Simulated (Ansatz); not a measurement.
# SiH3, doublet in 6-31G: errors against full CI

Geometry: a PBE0/def2-TZVP stationary point for this spin, not checked as a minimum.

```tsv
atom	x (Å)	y (Å)	z (Å)
Si	0.0001	-0.0001	-0.0437
H	1.4153	0.0146	0.4091
H	-0.7211	1.2200	0.4030
H	-0.6968	-1.2329	0.4066
```

Basis 6-31G; Ansatz 0.2.0. Correlated methods freeze the noble-gas cores, which leaves 7 electrons in 14 orbitals. R marks a restricted (for open shells ROHF) determinant, U an unrestricted one. Active spaces: pair = (3e, 3o) about the gap; valence = (7e, 7o) chosen from the atoms' valence shells.

Full CI is exact within this basis and frozen core; it isn't the basis-set limit. The frozen core follows each run's orbitals, which can shift R against U totals by a few meV.

For open shells CISD and CISDTQ are restricted-active-space CI with the open shells as a complete middle space.

```
UHF ⟨S²⟩                          : 0.755
T1 diagnostic (RCCSD)             : 0.0131
largest doubles amplitude (RCCSD) : 0.040
T1 diagnostic (UCCSD)             : 0.0081
```

```
                   level  E − E(full CI) (kcal/mol)  share of correlation (%)  wall time
                     RHF                      44.13                      0.00          –
                     UHF                      43.56                      1.28          –
                    RMP2                      13.24                     70.00          –
                    UMP2                      13.05                     70.43          –
                    CISD                       1.91                     95.68      0.3 s
                   RCCSD                       0.67                     98.49          –
                   UCCSD                       0.66                     98.50          –
                RCCSD(T)                       0.21                     99.52      0.3 s
                UCCSD(T)                       0.21                     99.53     0.27 s
                 BCCD(T)                       0.21                     99.53     0.39 s
                  RCCSDT                       0.02                     99.95          –
                  UCCSDT                       0.02                     99.96          –
                  CISDTQ                       0.03                     99.94      0.6 s
               RCCSDT(Q)                       0.01                     99.99        2 s
               UCCSDT(Q)                       0.00                     99.99      1.8 s
                 RCCSDTQ                       0.00                    100.00        9 s
                 UCCSDTQ                       0.00                    100.00        9 s
     CASSCF (pair space)                      34.34                     22.18          –
     NEVPT2 (pair space)                      10.84                     75.42     0.21 s
     MRCISD (pair space)                       1.19                     97.30          –
   MRCISD+Q (pair space)                      -0.16                    100.37      0.3 s
  CASSCF (valence space)                      12.61                     71.42          –
  NEVPT2 (valence space)                       3.86                     91.25      1.1 s
  MRCISD (valence space)                       0.37                     99.17          –
MRCISD+Q (valence space)                       0.20                     99.55      1.5 s
```

The correlation energy at full CI, counted from RHF, is -1.914 eV. That run took 0.96 s on 1 thread of Arm Neoverse V1, shared host over 182,260 determinants.

Times hold each run's SCF and search for its determinant on a shared host, so for small cases they say little of a method's own cost; they ran on 1 thread of Arm Neoverse V1.

More than 5 meV below full CI, which no variational method can be: MRCISD+Q (pair space).

The full-CI state has the irrep A' of Cs, in the program's axes (one component, if the state is degenerate).

Natural occupations of full CI about the gap: 1.976 1.962 1.962 0.996 0.032 0.025 0.025 0.005 0.005 0.005; effectively unpaired electrons, Σ n²(2−n)², 1.02.
